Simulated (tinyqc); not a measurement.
Extended Hueckel theory, for BH-, step by step. The parameters take no account of the charge, which enters only through the electron count, and nothing here shows that the anion is bound. Computed by tinyqc, a small Python program that keeps every step (integrals from PySCF). Settings: charge = -1, K = 1.75, multiplicity = 2. Command: `OMP_NUM_THREADS=1 python tinyqc.py 30050 30051 out.jsonl` (the two numbers bound the seeds that draw the settings). One thread of a shared host (Intel(R) Xeon(R) Processor @ 2.60GHz), about 0.01 s of CPU time with the checks.

## Overlaps

Geometry (angstrom):
```
atom        x        y        z
B     0.00000  0.00000  0.00000
H     0.00000  0.00000  1.30500
```

Parameters chosen for this run:
```
element  shell  Slater exponent  H_ii (eV)
B           2s          1.30000  -15.20000
B           2p          1.30000   -8.50000
H           1s          1.30000  -13.60000
```

Slater orbitals, each expanded in six Gaussians scaled to its exponent.

overlap S, lower triangle:
```
          1B 2s   1B 2px   1B 2py   1B 2pz    2H 1s
1B 2s   1.00000
1B 2px  0.00000  1.00000
1B 2py  0.00000  0.00000  1.00000
1B 2pz  0.00000  0.00000  0.00000  1.00000
2H 1s   0.43637  0.00000  0.00000  0.49573  1.00000
```

## Wolfsberg-Helmholz matrix

diagonal H_ii (eV): 1B 2s -15.20000, 1B 2px -8.50000, 1B 2py -8.50000, 1B 2pz -8.50000, 2H 1s -13.60000

K = 1.75000

H_ij = K' S_ij (H_ii + H_jj)/2 for i != j (the diagonal keeps H_ii), with K' = 1.75.

H (eV), lower triangle:
```
            1B 2s    1B 2px    1B 2py    1B 2pz      2H 1s
1B 2s   -15.20000
1B 2px    0.00000  -8.50000
1B 2py    0.00000   0.00000  -8.50000
1B 2pz    0.00000   0.00000   0.00000  -8.50000
2H 1s   -10.99665   0.00000   0.00000  -9.58622  -13.60000
```

## Orbitals

valence electrons = 5

Solve H C = S C e through S^(-1/2); fill by pairs from the bottom, a degenerate level sharing its electrons equally; each orbital has its largest coefficient positive (the first on a tie).

orbital energies (eV): -17.76618  -11.04704  -8.50000  -8.50000  6.03268

occupations: 2.00000  2.00000  0.50000  0.50000  0.00000

coefficients:
```
            MO1       MO2      MO3       MO4       MO5
1B 2s   0.64919  -0.60128  0.00000   0.00000  -0.74482
1B 2px  0.00000   0.00000  0.53430   0.84530   0.00000
1B 2py  0.00000   0.00000  0.84530  -0.53430   0.00000
1B 2pz  0.04317   0.65240  0.00000   0.00000  -1.00417
2H 1s   0.51355   0.40432  0.00000   0.00000   1.16034
```

sum of one-electron energies = -66.12644 eV

Within a degenerate level the vectors are fixed only up to a rotation; this is one choice.

## Mulliken analysis

P = C n C^T; charge = valence electrons (B 3, H 1) minus the sum of (P S)_ii on the atom; overlap population = 2 sum P_ij S_ij between two atoms.

charges: 1B -0.78327, 2H -0.21673

Overlap populations:
```
pair     value
2-1   0.724613
```
